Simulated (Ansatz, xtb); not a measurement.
**Isomers of C4H9F in order of energy**

4 gas-phase structures of C4H9F, from a drawn sample of its isomers (lower ones may exist). Each was relaxed with GFN2-xTB; where two conformers were screened, the lower at r2SCAN-D4/def2-SVP is listed:

A. `CC(C)(C)F`, a singlet
B. `CC[C@@H](C)F`, a singlet
C. `CCCCF`, a singlet
D. `CC(C)CF`, a singlet

Question: Make a reasoned guess at their ranking by r2SCAN-D4/def2-SVP single-point energy.

Answer: Calculated order at r2SCAN-D4/def2-SVP: A (0.000), B (0.188), D (0.344), C (0.415) eV.

Energies above the lowest of each column, in eV; the last columns are at B3LYP-D3(BJ)/def2-SVP geometries:

| structure | GFN2-xTB | HF/STO-3G | r2SCAN-D4/def2-SVP | B3LYP-D3(BJ)/def2-SVP | CCSD(T)/def2-SVP + ΔMP2/def2-TZVPP |
| --- | --- | --- | --- | --- | --- |
| A | 0.000 | 0.000 | 0.000 | 0.000 | 0.000 |
| B | 0.142 | 0.093 | 0.188 | 0.147 | 0.192 |
| D | 0.201 | 0.202 | 0.344 | 0.294 | 0.316 |
| C | 0.243 | 0.210 | 0.415 | 0.342 | 0.380 |

Every level run on A puts it lowest or level with the lowest. Flexible structures stand in one conformer each, not always the lowest. ΔMP2 is the change of the MP2 energy from the smaller to the larger basis.

Over these structures GFN2-xTB departs from r2SCAN-D4/def2-SVP by 0.067 eV on average once a common shift is removed. A GFN2-xTB relaxation took about 0.042 s and the r2SCAN-D4/def2-SVP energy about 2.1 s on a shared host (Ansatz 0.2.0, xtb 6.7.1).
